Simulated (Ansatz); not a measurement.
The input, for Ansatz 0.2.0:

```yaml
crystal:
  periodic: [false, false, false]
  atoms:
    - {symbol: Ti, position_ang: [0.000000, 0.000000, 0.000000]}
    - {symbol: F, position_ang: [0.000000, 0.000000, -1.824800]}
    - {symbol: F, position_ang: [0.000000, 0.000000, 1.824800]}
basis:
  gaussian: {orbitals: def2-SVP}
magnetization: {spin_polarized: false}
correlation: {method: bccd_t, electrons: outside_noble_gas, diis_vectors: 4}
```

```sh
$ ansatz run in.yaml --threads 1 --pin off --events-out ev --progress --plain --max-ram 2393MiB
```

Output:

```
602 factors; integrals over basis functions are off by at most 1.1e-3 eV
mean field evaluation 1: about -28480.8696 eV, gradient 5.4e1 eV
mean field evaluation 2: about -28480.9143 eV, gradient 5.4e1 eV
mean field evaluation 4: about -28491.1297 eV, gradient 6.6e0 eV
mean field evaluation 8: about -28491.6581 eV, gradient 5.5e-1 eV
mean field evaluation 16: about -28491.6595 eV, gradient 3.6e-4 eV
mean field evaluation 32: about -28491.5332 eV, gradient 3.4e-1 eV
mean field evaluation 64: about -28493.4784 eV, gradient 1.6e-6 eV
mean field evaluation 96: about -28493.4784 eV, gradient 3.0e-2 eV
mean field evaluation 128: about -28492.1567 eV, gradient 3.0e1 eV
mean field evaluation 160: about -28479.9907 eV, gradient 6.8e0 eV
...
cycle  20  -12.01755511 eV  change    2.9e-5 eV  update   5.9e-5
cycle  21  -12.01754120 eV  change    1.4e-5 eV  update   4.8e-5
cycle  22  -12.01756927 eV  change   -2.8e-5 eV  update   3.6e-5
cycle  23  -12.01758884 eV  change   -2.0e-5 eV  update   2.9e-5
cycle  24  -12.01764379 eV  change   -5.5e-5 eV  update   2.6e-5
cycle  25  -12.01765564 eV  change   -1.2e-5 eV  update   2.3e-5
cycle  26  -12.01768556 eV  change   -3.0e-5 eV  update   2.1e-5
cycle  27  -12.01769208 eV  change   -6.5e-6 eV  update   2.0e-5
cycle  28  -12.01769769 eV  change   -5.6e-6 eV  update   2.0e-5
cycle  29  -12.01769481 eV  change    2.9e-6 eV  update   1.8e-5
perturbative correction -0.27428674 eV, -0.0100798518 hartree
Total energy: -28505.77041284 eV, -1047.5677407667 hartree
```

Ran on 1 thread of Arm Neoverse V1, shared host: 4.5 s wall, 0.14 GiB peak host memory.
